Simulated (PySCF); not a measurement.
## A search over the determinants of MgB⁺

Unrestricted PBE0; Mg def2-SVPD, B def2-SVPD; no relativity (PySCF 2.14). Outer shells of the fragments: Mg+ 3s1; B 2s2 2p1.

Followed along the bond (rough minima from three points):

```csv
2Ms+1,unpaired,⟨S²⟩ at the start,R at minimum (Å),Te (eV)
1,none,0.19,2.60,0.00
3,"σ ↑, π ↑",2.02,2.26,0.54
1,"σ ↓, π ↑",1.02,2.30,0.89
3,σ ↑↑,2.00,none in the scan,≤ 0.88
```

Solutions found at the starting distance of 2.270 Å, counted from the lowest of them; the search is not exhaustive and high or unbound solutions are not listed, so other states can lie among these:

```json
{"2Ms+1": "1", "unpaired": "none", "term": "¹Σ⁺", "E (eV)": "0.00", "⟨S²⟩": "0.19", "⟨Lz²⟩": "0.00", "μ (D)": "-2.05"}
{"2Ms+1": "3", "unpaired": "σ ↑, π ↑", "term": "³Π", "E (eV)": "0.32", "⟨S²⟩": "2.02", "⟨Lz²⟩": "1.00", "μ (D)": "-3.56"}
{"2Ms+1": "1", "unpaired": "σ ↓, π ↑", "term": "mixed", "E (eV)": "0.68", "⟨S²⟩": "1.02", "⟨Lz²⟩": "1.00", "μ (D)": "-3.39"}
{"2Ms+1": "3", "unpaired": "σ ↑↑", "term": "³Σ⁺", "E (eV)": "1.03", "⟨S²⟩": "2.00", "⟨Lz²⟩": "0.00", "μ (D)": "1.92"}
{"2Ms+1": "3", "unpaired": "π ↑↑", "term": "³Σ⁻", "E (eV)": "2.23", "⟨S²⟩": "2.08", "⟨Lz²⟩": "0.00", "μ (D)": "-5.62"}
{"2Ms+1": "1", "unpaired": "π ↑↓", "term": "mixed", "E (eV)": "2.55", "⟨S²⟩": "1.01", "⟨Lz²⟩": "2.01", "μ (D)": "-5.48"}
```

A term symbol is given only where ⟨S²⟩ and ⟨Lz²⟩ are close to those of a pure state; real π, δ and φ orbitals otherwise mix terms. A positive dipole points towards B; it is taken about the centre of mass and depends on that origin.

Question: Compare the gap between the two lowest followed solutions at the starting distance with the gap between their minima.

Answer: At PBE0 the second solution (triplet, unpaired electrons σ ↑, π ↑) lies +0.32 eV from the first (singlet, closed shell) at 2.270 Å and +0.54 eV at the minima; the two curves relax by different amounts, since their minima lie near 2.26 and 2.60 Å.

Counting both spins, an empty level lies below a filled one in some of these solutions, because spin and occupation are held.
